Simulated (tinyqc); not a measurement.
UKS/PBE0 in the sto-3g basis, for H2O, spin multiplicity 3, step by step (part 1 of 2). Computed by tinyqc, a small Python program that keeps every step (integrals from PySCF). Settings: charge = 0, multiplicity = 3, basis = sto-3g, energy threshold = 1e-08, iteration cap = 78, orthogonalisation = symmetric, start = core, DIIS depth = 8, method = UKS, functional = pbe0, grid = [20, 50]. Command: `OMP_NUM_THREADS=1 python tinyqc.py 20315 20316 out.jsonl` (the two numbers bound the seeds that draw the settings). One thread of a shared host (Intel(R) Xeon(R) Processor @ 2.60GHz), about 3 s of CPU time with the checks. Later iterations appear only in the table of the cycle.

## One-electron integrals

Geometry (angstrom):
```
atom,x,y,z
O,0.000000,0.000000,0.000000
H,0.000000,0.928000,0.788000
H,0.000000,-0.928000,0.788000
```

Basis sto-3g: exponents (1/bohr^2) and contraction coefficients of normalised primitives:
```
element,l (shell),exponent,coefficient
O,s (1),130.709320,0.154329
O,s (1),23.808861,0.535328
O,s (1),6.443608,0.444635
O,s (2),5.033151,-0.099967
O,s (2),1.169596,0.399513
O,s (2),0.380389,0.700115
O,p (3),5.033151,0.155916
O,p (3),1.169596,0.607684
O,p (3),0.380389,0.391957
H,s (1),3.425251,0.154329
H,s (1),0.623914,0.535328
H,s (1),0.168855,0.444635
```

Overlap, kinetic and nuclear-attraction integrals over the contracted functions; the nuclear repulsion is the sum of Za Zb / Rab.

nuclear repulsion = 7.23981477 hartree

overlap S, lower triangle:
```
,1O 1s,1O 2s,1O 2px,1O 2py,1O 2pz,2H 1s,3H 1s
1O 1s,1.000000
1O 2s,0.236704,1.000000
1O 2px,0.000000,0.000000,1.000000
1O 2py,0.000000,0.000000,0.000000,1.000000
1O 2pz,0.000000,0.000000,0.000000,0.000000,1.000000
2H 1s,0.029110,0.321590,0.000000,0.225391,0.191388,1.000000
3H 1s,0.029110,0.321590,0.000000,-0.225391,0.191388,0.150311,1.000000
```

kinetic energy T (hartree), lower triangle:
```
,1O 1s,1O 2s,1O 2px,1O 2py,1O 2pz,2H 1s,3H 1s
1O 1s,29.003200
1O 2s,-0.168011,0.808128
1O 2px,0.000000,0.000000,2.528731
1O 2py,0.000000,0.000000,0.000000,2.528731
1O 2pz,0.000000,0.000000,0.000000,0.000000,2.528731
2H 1s,-0.008707,0.036757,0.000000,0.095403,0.081011,0.760032
3H 1s,-0.008707,0.036757,0.000000,-0.095403,0.081011,-0.007631,0.760032
```

nuclear attraction V (hartree), lower triangle:
```
,1O 1s,1O 2s,1O 2px,1O 2py,1O 2pz,2H 1s,3H 1s
1O 1s,-61.487792
1O 2s,-7.388855,-9.919300
1O 2px,0.000000,0.000000,-9.800135
1O 2py,0.000000,0.000000,0.000000,-9.880585
1O 2pz,-0.012423,-0.154311,0.000000,0.000000,-9.858142
2H 1s,-0.928929,-2.380926,0.000000,-1.454973,-1.272851,-4.943628
3H 1s,-0.928929,-2.380926,0.000000,1.454973,-1.272851,-0.816741,-4.943628
```

core Hamiltonian H = T + V (hartree), lower triangle:
```
,1O 1s,1O 2s,1O 2px,1O 2py,1O 2pz,2H 1s,3H 1s
1O 1s,-32.484592
1O 2s,-7.556866,-9.111173
1O 2px,0.000000,0.000000,-7.271404
1O 2py,0.000000,0.000000,0.000000,-7.351853
1O 2pz,-0.012423,-0.154311,0.000000,0.000000,-7.329411
2H 1s,-0.937637,-2.344169,0.000000,-1.359569,-1.191841,-4.183596
3H 1s,-0.937637,-2.344169,0.000000,1.359569,-1.191841,-0.824372,-4.183596
```

## Two-electron integrals

Functions are numbered as in S; the eight-fold symmetry (ij|kl) = (ji|kl) = (kl|ij) leaves the list below.

Two-electron integrals (ij|kl) in chemists' order, unique and non-zero (hartree):
```
i,j,k,l,(ij|kl)
1,1,1,1,4.785065
2,1,1,1,0.741380
2,1,2,1,0.136873
2,2,1,1,1.118947
2,2,2,1,0.256633
2,2,2,2,0.817206
3,1,3,1,0.024477
3,2,3,1,0.037809
3,2,3,2,0.180518
3,3,1,1,1.115814
3,3,2,1,0.256684
3,3,2,2,0.817023
3,3,3,3,0.880159
4,1,4,1,0.024477
4,2,4,1,0.037809
4,2,4,2,0.180518
4,3,4,3,0.047444
4,4,1,1,1.115814
4,4,2,1,0.256684
4,4,2,2,0.817023
4,4,3,3,0.785270
4,4,4,4,0.880159
5,1,5,1,0.024477
5,2,5,1,0.037809
5,2,5,2,0.180518
5,3,5,3,0.047444
5,4,5,4,0.047444
5,5,1,1,1.115814
5,5,2,1,0.256684
5,5,2,2,0.817023
5,5,3,3,0.785270
5,5,4,4,0.785270
5,5,5,5,0.880159
6,1,1,1,0.092156
6,1,2,1,0.016890
6,1,2,2,0.031533
6,1,3,3,0.031472
6,1,4,1,0.000577
6,1,4,2,0.001093
6,1,4,4,0.031580
6,1,5,1,0.000490
6,1,5,2,0.000928
6,1,5,4,0.000092
6,1,5,5,0.031550
6,1,6,1,0.002110
6,2,1,1,0.252132
6,2,2,1,0.058676
6,2,2,2,0.210399
6,2,3,3,0.206640
6,2,4,1,0.003346
6,2,4,2,0.026927
6,2,4,4,0.213070
6,2,5,1,0.002841
6,2,5,2,0.022865
6,2,5,4,0.005460
6,2,5,5,0.211276
6,2,6,1,0.007397
6,2,6,2,0.070405
6,3,3,1,0.005788
6,3,3,2,0.034955
6,3,4,3,0.005410
6,3,5,3,0.004594
6,3,6,3,0.009421
6,4,1,1,0.147559
6,4,2,1,0.034752
6,4,2,2,0.133076
6,4,3,3,0.127227
6,4,4,1,0.007506
6,4,4,2,0.050832
6,4,4,4,0.141865
6,4,5,1,0.001458
6,4,5,2,0.013482
6,4,5,4,0.007835
6,4,5,5,0.129980
6,4,6,1,0.004548
6,4,6,2,0.054179
6,4,6,4,0.050659
6,5,1,1,0.125298
6,5,2,1,0.029509
6,5,2,2,0.112999
6,5,3,3,0.108034
6,5,4,1,0.001458
6,5,4,2,0.013482
6,5,4,4,0.111275
6,5,5,1,0.007026
6,5,5,2,0.046403
6,5,5,4,0.008163
6,5,5,5,0.119558
6,5,6,1,0.003862
6,5,6,2,0.046006
6,5,6,4,0.035016
6,5,6,5,0.039155
6,6,1,1,0.428802
6,6,2,1,0.101368
6,6,2,2,0.418982
6,6,3,3,0.403357
6,6,4,1,0.006691
6,6,4,2,0.076263
6,6,4,4,0.430309
6,6,5,1,0.005682
6,6,5,2,0.064758
6,6,5,4,0.022886
6,6,5,5,0.422790
6,6,6,1,0.012848
6,6,6,2,0.186564
6,6,6,4,0.163994
6,6,6,5,0.139254
6,6,6,6,0.774606
7,1,1,1,0.092156
7,1,2,1,0.016890
7,1,2,2,0.031533
7,1,3,3,0.031472
7,1,4,1,-0.000577
7,1,4,2,-0.001093
7,1,4,4,0.031580
7,1,5,1,0.000490
7,1,5,2,0.000928
7,1,5,4,-0.000092
7,1,5,5,0.031550
7,1,6,1,0.002081
7,1,6,2,0.007181
7,1,6,4,0.004083
7,1,6,5,0.003754
7,1,6,6,0.012399
7,1,7,1,0.002110
7,2,1,1,0.252132
7,2,2,1,0.058676
7,2,2,2,0.210399
7,2,3,3,0.206640
7,2,4,1,-0.003346
7,2,4,2,-0.026927
7,2,4,4,0.213070
7,2,5,1,0.002841
7,2,5,2,0.022865
7,2,5,4,-0.005460
7,2,5,5,0.211276
7,2,6,1,0.007181
7,2,6,2,0.055823
7,2,6,4,0.029982
7,2,6,5,0.035445
7,2,6,6,0.118799
7,2,7,1,0.007397
7,2,7,2,0.070405
7,3,3,1,0.005788
7,3,3,2,0.034955
7,3,4,3,-0.005410
7,3,5,3,0.004594
7,3,6,3,0.007194
7,3,7,3,0.009421
7,4,1,1,-0.147559
7,4,2,1,-0.034752
7,4,2,2,-0.133076
7,4,3,3,-0.127227
7,4,4,1,0.007506
7,4,4,2,0.050832
7,4,4,4,-0.141865
7,4,5,1,-0.001458
7,4,5,2,-0.013482
7,4,5,4,0.007835
7,4,5,5,-0.129980
7,4,6,1,-0.004083
7,4,6,2,-0.029982
7,4,6,4,-0.009338
7,4,6,5,-0.018698
7,4,6,6,-0.059101
7,4,7,1,-0.004548
7,4,7,2,-0.054179
7,4,7,4,0.050659
7,5,1,1,0.125298
7,5,2,1,0.029509
7,5,2,2,0.112999
7,5,3,3,0.108034
7,5,4,1,-0.001458
7,5,4,2,-0.013482
7,5,4,4,0.111275
7,5,5,1,0.007026
7,5,5,2,0.046403
7,5,5,4,-0.008163
7,5,5,5,0.119558
7,5,6,1,0.003754
7,5,6,2,0.035445
7,5,6,4,0.018698
7,5,6,5,0.029375
7,5,6,6,0.082048
7,5,7,1,0.003862
7,5,7,2,0.046006
7,5,7,4,-0.035016
7,5,7,5,0.039155
7,6,1,1,0.080310
7,6,2,1,0.018888
7,6,2,2,0.074415
7,6,3,3,0.072556
7,6,4,4,0.073888
7,6,5,1,0.001369
7,6,5,2,0.013541
7,6,5,5,0.076719
7,6,6,1,0.002359
7,6,6,2,0.025358
7,6,6,4,0.017051
7,6,6,5,0.018662
7,6,6,6,0.073123
7,6,7,1,0.002359
7,6,7,2,0.025358
7,6,7,4,-0.017051
7,6,7,5,0.018662
7,6,7,6,0.011939
7,7,1,1,0.428802
7,7,2,1,0.101368
7,7,2,2,0.418982
7,7,3,3,0.403357
7,7,4,1,-0.006691
7,7,4,2,-0.076263
7,7,4,4,0.430309
7,7,5,1,0.005682
7,7,5,2,0.064758
7,7,5,4,-0.022886
7,7,5,5,0.422790
7,7,6,1,0.012399
7,7,6,2,0.118799
7,7,6,4,0.059101
7,7,6,5,0.082048
7,7,6,6,0.283484
7,7,7,1,0.012848
7,7,7,2,0.186564
7,7,7,4,-0.163994
7,7,7,5,0.139254
7,7,7,6,0.073123
7,7,7,7,0.774606
```

## Orthogonalisation

S = U s U^T; symmetric (Loewdin) form X = U s^(-1/2) U^T, so that X^T S X = 1.

eigenvalues of S: 0.504301  0.597354  0.883608  1.000000  1.108855  1.252335  1.653548

X, lower triangle:
```
,1O 1s,1O 2s,1O 2px,1O 2py,1O 2pz,2H 1s,3H 1s
1O 1s,1.023193
1O 2s,-0.132648,1.110838
1O 2px,0.000000,0.000000,1.000000
1O 2py,0.000000,0.000000,0.000000,1.047794
1O 2pz,-0.005759,0.051639,0.000000,0.000000,1.029989
2H 1s,0.016324,-0.175996,0.000000,-0.137736,-0.102621,1.087468
3H 1s,0.016324,-0.175996,0.000000,0.137736,-0.102621,-0.052181,1.087468
```

## Starting guess

The start is the orbitals of the core Hamiltonian; D(s) = C_occ C_occ^T for each spin.

D(alpha) at the start, lower triangle:
```
,1O 1s,1O 2s,1O 2px,1O 2py,1O 2pz,2H 1s,3H 1s
1O 1s,1.065085
1O 2s,-0.289118,1.316172
1O 2px,0.000000,0.000000,1.000000
1O 2py,0.000000,0.000000,0.000000,1.082881
1O 2pz,-0.022025,0.147435,0.000000,0.000000,1.084640
2H 1s,0.057539,-0.385173,0.000000,-0.114918,-0.221122,0.589876
3H 1s,0.057539,-0.385173,0.000000,0.114918,-0.221122,0.565486,0.589876
```

D(beta) at the start, lower triangle:
```
,1O 1s,1O 2s,1O 2px,1O 2py,1O 2pz,2H 1s,3H 1s
1O 1s,1.063418
1O 2s,-0.274351,1.185369
1O 2px,0.000000,0.000000,0.000000
1O 2py,0.000000,0.000000,0.000000,1.082881
1O 2pz,-0.014650,0.082118,0.000000,0.000000,1.052024
2H 1s,0.026960,-0.114323,0.000000,-0.114918,-0.085872,0.029029
3H 1s,0.026960,-0.114323,0.000000,0.114918,-0.085872,0.004639,0.029029
```

## Iteration 1: exchange-correlation on the grid

Becke grid with 20 radial and 50 angular points per atom, points of zero weight dropped. rho = sum D_ij phi_i phi_j; V_xc,ij = sum w v_xc phi_i phi_j plus the gradient terms; v_xc is d(rho eps)/d rho(s) for spin s at fixed gradient. Exact exchange is left to K.

The 8 grid points with the largest w rho, of 2992 (bohr, atomic units):
```
x,y,z,w,rho(alpha),rho(beta),eps_xc,v_xc(alpha)
0.000000,-0.738980,-0.738980,0.094666,0.255137,0.255132,-0.509081,-0.651299
0.000000,0.738980,-0.738980,0.094666,0.255137,0.255132,-0.509081,-0.651299
-0.315102,0.945307,-0.315102,0.083960,0.257991,0.241188,-0.506191,-0.651499
-0.315102,-0.945307,-0.315102,0.083960,0.257991,0.241188,-0.506191,-0.651499
0.315102,-0.945307,-0.315102,0.083960,0.257991,0.241188,-0.506191,-0.651499
0.315102,0.945307,-0.315102,0.083960,0.257991,0.241188,-0.506191,-0.651499
-0.315102,0.315102,-0.945307,0.084623,0.250579,0.233747,-0.501397,-0.646098
-0.315102,-0.315102,-0.945307,0.084623,0.250579,0.233747,-0.501397,-0.646098
```

electrons on the grid, sum of w rho = 10.001803

E_xc = sum of w rho eps_xc = -7.39200055 hartree

V_xc(alpha) (hartree), lower triangle:
```
,1O 1s,1O 2s,1O 2px,1O 2py,1O 2pz,2H 1s,3H 1s
1O 1s,-2.335332
1O 2s,-0.326149,-0.646395
1O 2px,0.000000,0.000000,-0.639382
1O 2py,0.000000,0.000000,0.000000,-0.643657
1O 2pz,-0.000939,-0.004894,0.000000,0.000000,-0.643077
2H 1s,-0.040901,-0.154244,0.000000,-0.095972,-0.082961,-0.341699
3H 1s,-0.040901,-0.154244,0.000000,0.095972,-0.082961,-0.049964,-0.341699
```

V_xc(beta) (hartree), lower triangle:
```
,1O 1s,1O 2s,1O 2px,1O 2py,1O 2pz,2H 1s,3H 1s
1O 1s,-2.323735
1O 2s,-0.317080,-0.597090
1O 2px,0.000000,0.000000,-0.537501
1O 2py,0.000000,0.000000,0.000000,-0.620152
1O 2pz,-0.000739,-0.002045,0.000000,0.000000,-0.619698
2H 1s,-0.039870,-0.136095,0.000000,-0.081588,-0.069738,-0.196984
3H 1s,-0.039870,-0.136095,0.000000,0.081588,-0.069738,-0.039143,-0.196984
```

## Iteration 1: building the Kohn-Sham matrix

J_ij = sum D_kl (ij|kl) with D = D(alpha) + D(beta), K_ij = sum D_kl (ik|jl) for each spin; F = H + J - 0.25 K(s) + V_xc; E = tr D H + tr D J / 2 - 0.125 sum_s tr D(s) K(s) + E_xc + E_nn.

Coulomb J (hartree), lower triangle:
```
,1O 1s,1O 2s,1O 2px,1O 2py,1O 2pz,2H 1s,3H 1s
1O 1s,17.925375
1O 2s,3.394112,8.401604
1O 2px,0.000000,0.000000,8.318447
1O 2py,0.000000,0.000000,0.000000,8.433697
1O 2pz,0.008676,0.060955,0.000000,0.000000,8.429185
2H 1s,0.419488,2.132245,0.000000,1.340430,1.152785,4.313572
3H 1s,0.419488,2.132245,0.000000,-1.340430,1.152785,0.754092,4.313572
```

exchange K(alpha) (hartree), lower triangle:
```
,1O 1s,1O 2s,1O 2px,1O 2py,1O 2pz,2H 1s,3H 1s
1O 1s,4.924824
1O 2s,0.859713,1.447705
1O 2px,0.000000,0.000000,1.184976
1O 2py,0.000000,0.000000,0.000000,1.194286
1O 2pz,0.000718,0.015698,0.000000,0.000000,1.195318
2H 1s,0.111990,0.357274,0.000000,0.173511,0.168726,0.492329
3H 1s,0.111990,0.357274,0.000000,-0.173511,0.168726,0.219866,0.492329
```

exchange K(beta) (hartree), lower triangle:
```
,1O 1s,1O 2s,1O 2px,1O 2py,1O 2pz,2H 1s,3H 1s
1O 1s,4.898155
1O 2s,0.821494,1.253308
1O 2px,0.000000,0.000000,0.301743
1O 2py,0.000000,0.000000,0.000000,1.134802
1O 2pz,0.000578,0.002673,0.000000,0.000000,1.133855
2H 1s,0.106932,0.271542,0.000000,0.136615,0.115348,0.100115
3H 1s,0.106932,0.271542,0.000000,-0.136615,0.115348,0.056766,0.100115
```

F(alpha) (hartree), lower triangle:
```
,1O 1s,1O 2s,1O 2px,1O 2py,1O 2pz,2H 1s,3H 1s
1O 1s,-18.125756
1O 2s,-4.703832,-1.717890
1O 2px,0.000000,0.000000,0.111417
1O 2py,0.000000,0.000000,0.000000,0.139615
1O 2pz,-0.004865,-0.102174,0.000000,0.000000,0.157868
2H 1s,-0.587047,-0.455486,0.000000,-0.158489,-0.164199,-0.334806
3H 1s,-0.587047,-0.455486,0.000000,0.158489,-0.164199,-0.175211,-0.334806
```

F(beta) (hartree), lower triangle:
```
,1O 1s,1O 2s,1O 2px,1O 2py,1O 2pz,2H 1s,3H 1s
1O 1s,-18.107491
1O 2s,-4.685208,-1.619986
1O 2px,0.000000,0.000000,0.434106
1O 2py,0.000000,0.000000,0.000000,0.177992
1O 2pz,-0.004630,-0.096069,0.000000,0.000000,0.196613
2H 1s,-0.584751,-0.415905,0.000000,-0.134882,-0.137631,-0.092037
3H 1s,-0.584751,-0.415905,0.000000,0.134882,-0.137631,-0.123615,-0.092037
```

total energy of this density = -74.20454273 hartree

## Iteration 1: diagonalisation and new density

Diagonalise F' = X^T F X, C = X C', fill 6 alpha and 4 beta electrons from the bottom; D(s) = C_occ C_occ^T. Each column has its largest component positive (the first on a tie).

F' = X^T F X (alpha) (hartree), lower triangle:
```
,1,2,3,4,5,6,7
1,-17.765243
2,-2.536357,-0.788002
3,0.000000,0.000000,0.111417
4,0.000000,0.000000,0.000000,0.238716
5,-0.019408,-0.020388,0.000000,0.000000,0.221231
6,-0.050597,-0.198172,0.000000,-0.190366,-0.148825,-0.176551
7,-0.050597,-0.198172,0.000000,0.190366,-0.148825,-0.074079,-0.176551
```

orbital energies (alpha) (hartree): MO1 -18.136792, MO2 -0.636854, MO3 -0.250595, MO4 -0.120420, MO5 0.111417, MO6 0.311421, MO7 0.386839

coefficients C (alpha):
```
,MO1,MO2,MO3,MO4,MO5,MO6,MO7
1O 1s,0.993330,-0.204867,0.000000,-0.184684,0.000000,-0.047987,0.000000
1O 2s,0.028066,0.711527,0.000000,0.852854,0.000000,0.285925,0.000000
1O 2px,0.000000,0.000000,0.000000,0.000000,1.000000,0.000000,0.000000
1O 2py,0.000000,0.000000,0.334429,0.000000,0.000000,0.000000,1.011915
1O 2pz,0.002188,0.122315,0.000000,-0.264458,0.000000,0.999868,0.000000
2H 1s,-0.004887,0.301364,0.639647,-0.566189,0.000000,-0.407759,-0.509139
3H 1s,-0.004887,0.301364,-0.639647,-0.566189,0.000000,-0.407759,0.509139
```

F' = X^T F X (beta) (hartree), lower triangle:
```
,1,2,3,4,5,6,7
1,-17.749488
2,-2.530993,-0.685027
3,0.000000,0.000000,0.434106
4,0.000000,0.000000,0.000000,0.274474
5,-0.019406,-0.014931,0.000000,0.000000,0.257366
6,-0.049816,-0.221145,0.000000,-0.196827,-0.153772,0.082232
7,-0.049816,-0.221145,0.000000,0.196827,-0.153772,-0.050224,0.082232
```

orbital energies (beta) (hartree): MO1 -18.117723, MO2 -0.508770, MO3 -0.083805, MO4 0.057021, MO5 0.424330, MO6 0.434106, MO7 0.490735

coefficients C (beta):
```
,MO1,MO2,MO3,MO4,MO5,MO6,MO7
1O 1s,0.993604,-0.224614,0.000000,-0.145141,-0.079487,0.000000,0.000000
1O 2s,0.026947,0.810510,0.000000,0.677653,0.446438,0.000000,0.000000
1O 2px,0.000000,0.000000,0.000000,0.000000,0.000000,1.000000,0.000000
1O 2py,0.000000,0.000000,0.489023,0.000000,0.000000,0.000000,0.946928
1O 2pz,0.002081,0.134197,0.000000,-0.527840,0.887701,0.000000,0.000000
2H 1s,-0.004642,0.221512,0.551862,-0.464882,-0.558996,0.000000,-0.603174
3H 1s,-0.004642,0.221512,-0.551862,-0.464882,-0.558996,0.000000,0.603174
```

D(alpha) after iteration 1, lower triangle:
```
,1O 1s,1O 2s,1O 2px,1O 2py,1O 2pz,2H 1s,3H 1s
1O 1s,1.065085
1O 2s,-0.289118,1.316172
1O 2px,0.000000,0.000000,1.000000
1O 2py,0.000000,0.000000,0.000000,0.111843
1O 2pz,-0.022025,0.147435,0.000000,0.000000,1.084640
2H 1s,0.057539,-0.385173,0.000000,0.213917,-0.221122,0.986830
3H 1s,0.057539,-0.385173,0.000000,-0.213917,-0.221122,0.168532,0.986830
```

D(beta) after iteration 1, lower triangle:
```
,1O 1s,1O 2s,1O 2px,1O 2py,1O 2pz,2H 1s,3H 1s
1O 1s,1.058767
1O 2s,-0.253632,1.116865
1O 2px,0.000000,0.000000,0.000000
1O 2py,0.000000,0.000000,0.000000,0.239143
1O 2pz,0.048536,-0.248868,0.000000,0.000000,0.296628
2H 1s,0.013106,-0.135616,0.000000,0.269873,0.275099,0.569756
3H 1s,0.013106,-0.135616,0.000000,-0.269873,0.275099,-0.039348,0.569756
```

## Iteration 2: exchange-correlation on the grid

As before.

The 8 grid points with the largest w rho, of 2992 (bohr, atomic units):
```
x,y,z,w,rho(alpha),rho(beta),eps_xc,v_xc(alpha)
-0.738980,0.000000,-0.738980,0.094697,0.249186,0.123871,-0.472024,-0.632542
0.738980,0.000000,-0.738980,0.094697,0.249186,0.123871,-0.472024,-0.632542
-0.315102,0.315102,-0.945307,0.084623,0.235013,0.155276,-0.473049,-0.625128
-0.315102,-0.315102,-0.945307,0.084623,0.235013,0.155276,-0.473049,-0.625128
0.315102,0.315102,-0.945307,0.084623,0.235013,0.155276,-0.473049,-0.625128
0.315102,-0.315102,-0.945307,0.084623,0.235013,0.155276,-0.473049,-0.625128
0.738980,0.000000,0.738980,0.094077,0.263863,0.074448,-0.471638,-0.633662
-0.738980,0.000000,0.738980,0.094077,0.263863,0.074448,-0.471638,-0.633662
```

electrons on the grid, sum of w rho = 10.001139

E_xc = sum of w rho eps_xc = -6.80134002 hartree

V_xc(alpha) (hartree), lower triangle:
```
,1O 1s,1O 2s,1O 2px,1O 2py,1O 2pz,2H 1s,3H 1s
1O 1s,-2.325401
1O 2s,-0.315379,-0.600588
1O 2px,0.000000,0.000000,-0.610237
1O 2py,0.000000,0.000000,0.000000,-0.559349
1O 2pz,-0.000805,-0.010676,0.000000,0.000000,-0.617432
2H 1s,-0.039572,-0.154032,0.000000,-0.098528,-0.090333,-0.406734
3H 1s,-0.039572,-0.154032,0.000000,0.098528,-0.090333,-0.054822,-0.406734
```

V_xc(beta) (hartree), lower triangle:
```
,1O 1s,1O 2s,1O 2px,1O 2py,1O 2pz,2H 1s,3H 1s
1O 1s,-2.305311
1O 2s,-0.302085,-0.527523
1O 2px,0.000000,0.000000,-0.488988
1O 2py,0.000000,0.000000,0.000000,-0.540271
1O 2pz,0.002155,0.009103,0.000000,0.000000,-0.538786
2H 1s,-0.037915,-0.139789,0.000000,-0.094865,-0.081022,-0.377742
3H 1s,-0.037915,-0.139789,0.000000,0.094865,-0.081022,-0.050644,-0.377742
```

## Iteration 2: building the Kohn-Sham matrix

As before.

Coulomb J (hartree), lower triangle:
```
,1O 1s,1O 2s,1O 2px,1O 2py,1O 2pz,2H 1s,3H 1s
1O 1s,16.298229
1O 2s,3.028348,7.494634
1O 2px,0.000000,0.000000,7.441913
1O 2py,0.000000,0.000000,0.000000,7.480241
1O 2pz,0.010228,0.159224,0.000000,0.000000,7.537845
2H 1s,0.374576,1.995155,0.000000,1.282428,1.137112,4.536778
3H 1s,0.374576,1.995155,0.000000,-1.282428,1.137112,0.748499,4.536778
```

exchange K(alpha) (hartree), lower triangle:
```
,1O 1s,1O 2s,1O 2px,1O 2py,1O 2pz,2H 1s,3H 1s
1O 1s,4.901838
1O 2s,0.826090,1.319409
1O 2px,0.000000,0.000000,1.147789
1O 2py,0.000000,0.000000,0.000000,0.573850
1O 2pz,0.001823,0.036540,0.000000,0.000000,1.167748
2H 1s,0.107233,0.367848,0.000000,0.247709,0.196717,0.793947
3H 1s,0.107233,0.367848,0.000000,-0.247709,0.196717,0.142061,0.793947
```

exchange K(beta) (hartree), lower triangle:
```
,1O 1s,1O 2s,1O 2px,1O 2py,1O 2pz,2H 1s,3H 1s
1O 1s,4.855250
1O 2s,0.768232,1.043165
1O 2px,0.000000,0.000000,0.236177
1O 2py,0.000000,0.000000,0.000000,0.625953
1O 2pz,0.003265,-0.068332,0.000000,0.000000,0.638652
2H 1s,0.099297,0.327441,0.000000,0.256279,0.231568,0.629820
3H 1s,0.099297,0.327441,0.000000,-0.256279,0.231568,0.115811,0.629820
```

F(alpha) (hartree), lower triangle:
```
,1O 1s,1O 2s,1O 2px,1O 2py,1O 2pz,2H 1s,3H 1s
1O 1s,-19.737224
1O 2s,-5.050419,-2.546979
1O 2px,0.000000,0.000000,-0.726676
1O 2py,0.000000,0.000000,0.000000,-0.574424
1O 2pz,-0.003456,-0.014897,0.000000,0.000000,-0.700935
2H 1s,-0.629441,-0.595008,0.000000,-0.237597,-0.194241,-0.252039
3H 1s,-0.629441,-0.595008,0.000000,0.237597,-0.194241,-0.166211,-0.252039
```

F(beta) (hartree), lower triangle:
```
,1O 1s,1O 2s,1O 2px,1O 2py,1O 2pz,2H 1s,3H 1s
1O 1s,-19.705487
1O 2s,-5.022661,-2.404853
1O 2px,0.000000,0.000000,-0.377524
1O 2py,0.000000,0.000000,0.000000,-0.568372
1O 2pz,-0.000856,0.031099,0.000000,0.000000,-0.490015
2H 1s,-0.625800,-0.570663,0.000000,-0.236077,-0.193643,-0.182015
3H 1s,-0.625800,-0.570663,0.000000,0.236077,-0.193643,-0.155470,-0.182015
```

total energy of this density = -74.64879333 hartree
